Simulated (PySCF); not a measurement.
2-methyl-1-pentene, C6H12.
Numbering: `[CH2:1]=[C:2]([CH3:3])[CH2:4][CH2:5][CH3:6]` (hydrogens: H7, H8 on C1; H9, H10, H11 on C3; H12, H13 on C4; H14, H15 on C5; H16, H17, H18 on C6)

The same species was optimised twice, with GFN2-xTB and with PBE0-D3(BJ)/def2-SVP (PySCF), and the same property calculations (PySCF, gas phase) were run on both structures.

```
     coordinate  GFN2-xTB  PBE0-D3(BJ)/def2-SVP  change
      C1=C2 (Å)     1.323                 1.338  +0.015
      C5–C6 (Å)     1.523                 1.520  -0.003
      C2–C4 (Å)     1.504                 1.507  +0.003
      C4–C5 (Å)     1.534                 1.532  -0.002
      C2–C3 (Å)     1.499                 1.500  +0.001
   C2–C4–C5 (°)     112.9                 114.4    +1.5
   C4–C5–C6 (°)     112.0                 113.5    +1.5
   C3–C2–C4 (°)     116.0                 116.5    +0.5
   C1–C2–C4 (°)     122.0                 121.7    -0.3
   C1–C2–C3 (°)     122.0                 121.8    -0.2
C1–C2–C4–C5 (°)      -110                  -118      -8
C2–C4–C5–C6 (°)        62                    60      -2
```

Rotational constants: A = 5039, B = 2388, C = 2112 MHz (GFN2-xTB) against A = 4996, B = 2314, C = 2105 MHz (PBE0-D3(BJ)/def2-SVP). Point groups within 0.08 Å: C1 and C1.

On the GFN2-xTB structure: lowest singlet, TDDFT (eV) 7.14 [wB97X-D/def2-SVPD]; lowest triplet, Tamm–Dancoff (eV) 4.55 [wB97X-D/def2-SVPD]; isotropic polarisability (au) 73.3 [wB97X-D/def2-SVPD]; HOMO (eV) -8.92 [wB97X-D/def2-SVPD]; LUMO (eV) 2.20 [wB97X-D/def2-SVPD]; dipole (D) 0.56 [wB97X-D/def2-SVPD].

Question: What do these properties become on the PBE0-D3(BJ)/def2-SVP structure?

Answer: 
```tsv
property	level	on GFN2-xTB	on PBE0-D3(BJ)/def2-SVP	change
lowest singlet, TDDFT (eV)	wB97X-D/def2-SVPD	7.14	7.07	-0.07
lowest triplet, Tamm–Dancoff (eV)	wB97X-D/def2-SVPD	4.55	4.41	-0.14
isotropic polarisability (au)	wB97X-D/def2-SVPD	73.3	75.0	+1.7
HOMO (eV)	wB97X-D/def2-SVPD	-8.92	-8.88	+0.04
LUMO (eV)	wB97X-D/def2-SVPD	2.20	2.14	-0.06
dipole (D)	wB97X-D/def2-SVPD	0.56	0.59	+0.03
energy, GFN2-xTB geometry as zero (kcal/mol)	wB97X-D/def2-SVPD	0.0	-1.1	-1.1
```

The heavy atoms differ by 0.091 Å rms after alignment. Among bonds between heavy atoms C1=C2 changes most (+0.015 Å). Changes are differences of the printed values. Neither structure is proved a minimum here.

The values belong to the conformer `[CH2:1]=[C:2]([CH3:3])[CH2:4][CH2:5][CH3:6]`: C1–C2–C4–C5 -118°, C2–C4–C5–C6 60°.

Note: wB97X-D ran without an empirical dispersion term, which enters the total energy and its gradient alone.
